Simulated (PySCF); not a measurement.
Reproducing measurements on CFCl3

**The experiment to reproduce.**

NIST CCCBDB Release 22 (SRD 101), experimental dipoles lists, for the gas: dipole moment (microwave Stark effect, vibrational ground state) 0.46 ± 0.02 D.

How close the calculation comes is told at the end.

Compound: CFCl3.
Atom-mapped SMILES: `[F:1][C:2]([Cl:3])([Cl:4])[Cl:5]`

Geometry (GFN2-xTB, Å), atoms numbered from 1 in this order:
```
atom  x, y, z in Å
F1     0.060   -0.141    1.396
C2     0.005   -0.006    0.067
Cl3   -0.458    1.661   -0.313
Cl4    1.603   -0.371   -0.604
Cl5   -1.201   -1.140   -0.563
```

Runs made with PySCF (gas phase, on this GFN2-xTB geometry; no spin–orbit coupling):

```
          level         job  basis functions
    B97-2/6-31G  shieldings               57
BHandHLYP/6-31G  shieldings               57
CAM-B3LYP/6-31G  shieldings               57
  HCTH407/6-31G  shieldings               57
    HSE06/6-31G  shieldings               57
  LC-wPBE/6-31G  shieldings               57
     OLYP/6-31G  shieldings               57
     WP04/6-31G  shieldings               57
 mPW1PW91/6-31G  shieldings               57
   revPBE/6-31G  shieldings               57
  wB97X-D/6-31G  shieldings               57
    wB97X/6-31G  shieldings               57
```

All basis functions are spherical.

**Comparison with experiment**

**Dipole moment.** Measured: 0.46 D (NIST CCCBDB Release 22 (SRD 101), experimental dipoles).

| level | computed (D) | computed − measured (D) | % (from the printed values) |
| --- | --- | --- | --- |
| B97-2/6-31G | 0.45 | -0.01 | -2 |
| BHandHLYP/6-31G | 0.59 | +0.13 | +28 |
| CAM-B3LYP/6-31G | 0.45 | -0.01 | -2 |
| HCTH407/6-31G | 0.31 | -0.15 | -33 |
| HSE06/6-31G | 0.45 | -0.01 | -2 |
| LC-wPBE/6-31G | 0.42 | -0.04 | -9 |
| OLYP/6-31G | 0.30 | -0.16 | -35 |
| WP04/6-31G | 0.56 | +0.10 | +22 |
| mPW1PW91/6-31G | 0.46 | 0.00 | 0 |
| revPBE/6-31G | 0.28 | -0.18 | -39 |
| wB97X-D/6-31G | 0.47 | +0.01 | +2 |
| wB97X/6-31G | 0.44 | -0.02 | -4 |

Closest is mPW1PW91/6-31G (0.00 D), furthest revPBE/6-31G (-0.18 D); one molecule doesn't rank methods. The computed dipoles belong to one fixed geometry; measured ones are averaged over vibrations unless marked μe. Magnitudes are compared, not signs.

The geometry is computed, not the measured one. Where a level misses, the cause wasn't examined.
